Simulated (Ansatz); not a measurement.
A run of Ansatz (development build ahead of 0.2.0) on singlet CH2 at this shape:

```yaml
atoms:
  - { symbol: C, position_ang: [0.0451, -0.0245, -0.1582] }
  - { symbol: H, position_ang: [-0.0272, 0.9037, 0.5936] }
  - { symbol: H, position_ang: [0.1003, -0.8599, 0.5156] }
```

Its results:

* Converged: yes
* Reference energy: -38.87945 hartree
* Correlation energy: -0.11623 hartree
* Total energy: -38.99568 hartree
* Spin squared of the determinant: 0.000

(1) Which input gives this output? Name the method, the orbitals and the basis set, and write the input.

Answers

(1) RHF-MP2 in aug-cc-pVDZ. An unrestricted run that stays on the closed shell gives the same numbers.

```yaml
crystal:
  periodic: [false, false, false]
  atoms:
    - { symbol: C, position_ang: [0.04509, -0.02451, -0.15821] }
    - { symbol: H, position_ang: [-0.02715, 0.90373, 0.59359] }
    - { symbol: H, position_ang: [0.1003, -0.85988, 0.51562] }
basis:
  gaussian: { orbitals: aug-cc-pVDZ }
hamiltonian:
  xc: hf
correlation:
  method: mp2
  frozen_orbitals: { C: 1, H: 0 }
```

Caution: another spin multiplicity may lie lower.
